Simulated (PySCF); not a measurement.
Propane, SMILES CCC, B3LYP/def2-SVP optimised geometry. Atoms within 1.6 Å of the plane z = 1.0 Å (x, y, z in Å): C1 (0.28, 0.38, 0.00), C2 (-0.28, -0.37, 1.21), C3 (0.16, 0.22, 2.55), H5 (-0.05, 1.43, 0.00), H6 (1.38, 0.38, 0.00), H7 (0.03, -1.43, 1.16), H8 (-1.38, -0.39, 1.16).

Level of theory: PySCF 2.14.0 with B3LYP/def2-TZVP. Cells within 0.4 Å of a nucleus heavier than hydrogen are left out (blank, or x).

Map of the log10 of the electron density (e/bohr³), floored at −4 on the plane z = 1.0 Å:

```
|00000000000000000000000000000|
|00000000000000000000000000000|
|00000000000000000000000000000|
|00000000000111111100000000000|
|00000000001122222210000000000|
|00000000012233333221100000000|
|00000000112344444332110000000|
|00000000123445554433221000000|
|00000001223455555443322100000|
|00000012234556665554433210000|
|00001123345566666655443221000|
|00001234455677777665544321000|
|00012345667778887766554321000|
|00123456778889988766554321000|
|00123567889999998766544321000|
|001245689999xxx98765543211000|
|001345689999xxx98765433210000|
|00124567889999998754332100000|
|00123456778899998754321000000|
|00012345667789998754321000000|
|00012334556789998654210000000|
|00001223445678887653210000000|
|00000112334566766543200000000|
|00000001223455555432100000000|
|00000000122344444321000000000|
|00000000011223332210000000000|
|00000000000111211100000000000|
|00000000000000000000000000000|
|00000000000000000000000000000|
```
Scale: ten equal steps from -4.00 (start of '0') to -0.554 (end of '9'), in the order '0123456789'; x runs from -3.50 to 3.50, y from -3.50 (bottom) to 3.50 (top).
